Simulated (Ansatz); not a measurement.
## How far each method lies from UCCSDT(Q) for AsH2, quartet

Geometry: that of the AsH2, doublet, kept fixed. The doublet lies 6.0 eV lower here.

```xyz
3

As    0.0000   -0.0281    0.0000
H     0.0000    1.0445   -1.0859
H     0.0000    1.0445    1.0859
```

Basis cc-pVTZ; Ansatz 0.2.0. Correlated methods freeze the noble-gas cores and the filled d shells of p-block atoms, which leaves 7 electrons in 57 orbitals. Prefix R: restricted or restricted open-shell reference; prefix U: unrestricted. Active spaces: valence = (7e, 6o) chosen from the atoms' valence shells. No spin–orbit coupling is included, and no scalar relativity.

Full CI isn't at hand for all of this; UCCSDT(Q) serves as the reference, and is uncertain by about the last step of the cluster series. The frozen core follows each run's orbitals, which can shift R against U totals by a few meV for light atoms and by up to 0.1 eV past Ca.

The UHF ⟨S²⟩ is 3.763, the T1 diagnostic (RCCSD) is 0.0246 and the largest doubles amplitude (RCCSD) is 0.106. The T1 diagnostic (UCCSD) is 0.0198.

| level | E − E(RHF) (eV) |
| --- | --- |
| UHF | -0.1558 |
| UMP2 | -3.0441 |
| UCCSD | -3.7279 |
| UCCSD(T) | -3.8529 |

Q: Estimate how far UCCSDT(Q) in cc-pVTZ lies from UCCSD(T). The table doesn't fix it; the size of (T) and the diagnostics are the guide.

A: UCCSDT(Q) in cc-pVTZ lies 1.02 kcal/mol below UCCSD(T), which is 35 % of the (T) step (-2.88 kcal/mol). The diagnostics give no warning, yet the rest is a sizeable part of (T). The miss exceeds 1 kcal/mol.

The other levels:

```json
{"level": "UCCSDT", "E − E(UCCSDT(Q)) (kcal/mol)": "0.12", "share of correlation (%)": "99.87", "wall time": "–"}
```

The correlation energy at UCCSDT(Q), counted from RHF, is -3.897 eV. That run took 40 s on 1 thread of Intel Xeon Platinum 8259CL, shared host.

Run but not shown, since their state or frozen core can't be matched to the reference's or they repeat it: RHF, RMP2, CISD, RCCSD, RCCSD(T), BCCD(T), RCCSDT, RCCSDT(Q), CASSCF (valence space), NEVPT2 (valence space), MRCISD (valence space), MRCISD+Q (valence space).

Times hold each run's SCF and search for its determinant on a shared host, so for small cases they say little of a method's own cost; they ran on 1 thread of Intel Xeon Platinum 8259CL.

Natural occupations of CASSCF (valence space) about the gap: 1.991 1.960 1.018 1.000 0.984 0.047; effectively unpaired electrons, Σ n²(2−n)², 3.01.
